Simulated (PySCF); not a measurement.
Computed properties of propyne (C3H4), SMILES C#CC

C3H4, SMILES CC#C. Geometry: ωB97X-D3(BJ)/def2-TZVP. Other conformers were not sampled. All values are computed for the isolated molecule unless a solvent is named; none is compared with measurement here.

**Structure.** The optimised structure has C3v symmetry. All 15 harmonic modes at ωB97X-D3(BJ)/def2-TZVP (PySCF) are real, so it is a minimum. With heavy atoms numbered as in [CH3:1][C:2]#[CH:3], the shortest bond between them is C2–C3 at 1.198 Å and the longest C1–C2 at 1.462 Å.

**Vibrations.** The strongest infrared lines (harmonic, unscaled, degenerate partners summed) lie at 707 cm⁻¹ (97 km/mol, H 77 %, C 23 %), 3482 cm⁻¹ (59 km/mol, H 85 %, C 15 %), 357 cm⁻¹ (23 km/mol, C 71 %, H 29 %). The softest mode is at 357 cm⁻¹ and the zero-point energy is 35.3 kcal/mol.

**Electronic structure.** HF/def2-TZVPD (PySCF) places the frontier levels at -10.50 and 1.88 eV, a gap of 12.38 eV, and gives a dipole moment of 0.78 D and a mean polarisability of 35.2 bohr³. PBE/def2-TZVPD (PySCF) at the same geometry gives -6.52 and -0.18 eV, so its gap is 6.04 eV narrower. An orbital gap is neither the optical nor the fundamental gap.

**Excitations.** TDA-CAM-B3LYP/def2-SVPD (PySCF) has S1 at 6.73 eV (184 nm, f = 0.000, dark); the most intense of the 10 singlets computed lies at 9.96 eV (f = 0.62). Strengths of degenerate partners are summed. T1 (TDA) is at 5.52 eV, 1.21 eV under S1. TDA-PBE/def2-SVPD (PySCF) puts S1 at 6.72 eV. No vertical singlet excitation falls in the visible range (under 3.1 eV).

**NMR.** GIAO shifts at PBE0/pcSseg-2 (PySCF) (non-relativistic, atoms alike by connectivity averaged): ¹³C from 4.8 to 86.6 ppm against TMS; ¹H from 1.4 to 1.8 ppm against TMS.

**Solvation.** SMD-ωB97X/def2-SVP (PySCF) gives -0.4 kcal/mol in water, -2.1 kcal/mol in dimethylsulfoxide, -3.2 kcal/mol in chloroform (1 M in both phases, gas-phase geometry); of these solvents chloroform holds the molecule best.
